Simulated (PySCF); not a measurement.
# Working out the ionisation energy of Li

Li [He] 2s1 (2S) → Li+ 1s2 (1S). All numbers are calculated (PySCF 2.14, scalar relativity by spin-free X2C-1e, in dyall-acv3z (15s9p3d, 57 functions)). Frozen: nothing; the 5 highest virtual orbitals dropped. Energies in hartree (1 hartree = 27.21139 eV):

| part | Li (lower) | Li+ (upper) |
| --- | --- | --- |
| UHF | -7.433422 | -7.237072 |
| MP2 opposite-spin | -0.037972 | -0.037139 |
| MP2 same-spin | -0.000524 | 0.000000 |

Q: What does Hartree-Fock give?

A: (-7.237072) − (-7.433422) = 0.196350 hartree = 5.343 eV.

Q: What do MP2 and SCS-MP2 (6/5 opposite-spin, 1/3 same-spin) give?

A: The opposite-spin parts differ by 0.023 eV and the same-spin parts by 0.014 eV. MP2: 5.343 + (0.023) + (0.014) = 5.380 eV. SCS-MP2: 5.343 + 1.2 × (0.023) + (0.014)/3 = 5.375 eV.

Measured between the centres of the two terms (NIST): 5.392 eV, so MP2 (valence and next inner shell) is off by -0.012 eV.

What remains against the reference includes basis incompleteness and correlation beyond second order.
